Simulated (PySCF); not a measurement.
Species: isothiocyanic acid, CHNS.
Cartesian coordinates in Å at the PBE0-D3(BJ)/def2-SVP level; atoms count from 1:
```xyz
4
CHNS angstrom
N     -0.788   -0.231   -0.150
C      0.378   -0.051   -0.379
S      1.896    0.067   -0.768
H     -1.486    0.215    0.425
```

Theory: core-valence-separated Tamm–Dancoff BHandHLYP/aug-pcX-1 (pcseg-1 on H, def2-SVPD on S) in PySCF, non-relativistic, gas phase, PBE0-D3(BJ)/def2-SVP geometry. BHandHLYP without relativity tends to put these K edges a few eV too low, so spacings mean more than positions.

Question: What does the C 1s absorption edge look like?

Answer: 
```
E (eV)       f  core hole on                 main final orbital  polarisation
284.25  0.0815            C2                        LUMO (90 %)      in plane
285.18  0.0801            C2                      LUMO+2 (90 %)  out of plane
289.13  0.0003            C2                      LUMO+1 (77 %)             –
290.21  0.0114            C2                             spread      in plane
290.88  0.0005            C2                      LUMO+4 (44 %)             –
291.31  0.0029            C2  LUMO+5/LUMO+6 (2 roots, f summed)         mixed
```

The first line with a tenth or more of the strongest one's intensity is at 284.25 eV (f = 0.082), with the hole on C2 (isothiocyanate carbon), polarised in plane. It is also the strongest listed.

Question: List the nitrogen K-edge absorption lines.

Answer: 
| E (eV) | f | core hole on | main final orbital | polarisation |
| --- | --- | --- | --- | --- |
| 398.15 | 0.0228 | N1 | LUMO (92 %) | in plane |
| 398.42 | 0.0432 | N1 | LUMO+2 (85 %) | out of plane |
| 400.45 | 0.0152 | N1 | LUMO+1 (78 %) | in plane |
| 402.52 | 0.0149 | N1 | LUMO+5 (33 %) | in plane |
| 402.97 | 0.0076 | N1 | LUMO+4 (37 %) | in plane |
| 403.07 | 0.0073 | N1 | LUMO+6 (76 %) | out of plane |
| 403.46 | 0.0031 | N1 | LUMO+3 (50 %) | in plane |

The first line with a tenth or more of the strongest one's intensity is at 398.15 eV (f = 0.023), with the hole on N1 (isothiocyanate nitrogen), polarised in plane. The strongest listed is at 398.42 eV (f = 0.043; N1).

Roots within 0.03 eV whose holes lie on the same, on equivalent or on shared atoms are summed into one line, and the highest roots are left out, as the search may have cut off their partners. Final orbitals are the ground state's empty Kohn–Sham orbitals. A dash: too weak, shared between unlike atoms, or no plane or axis to refer to.

Question: What length of transition dipole belongs to the line at 290.21 eV?

Answer: From f = (2/3) ΔE |μ|² in atomic units, with ΔE = 10.665 Eh and f = 0.0114: |μ| = 0.040 au = 0.10 D.

The ionisation thresholds weren't computed; near and above them a finite basis only mimics Rydberg series and continuum.

The run took 1.2 s of wall time on one thread, Intel Xeon 6975P-C (x86_64), shared host, and the process peaked at 0.36 GiB of memory.
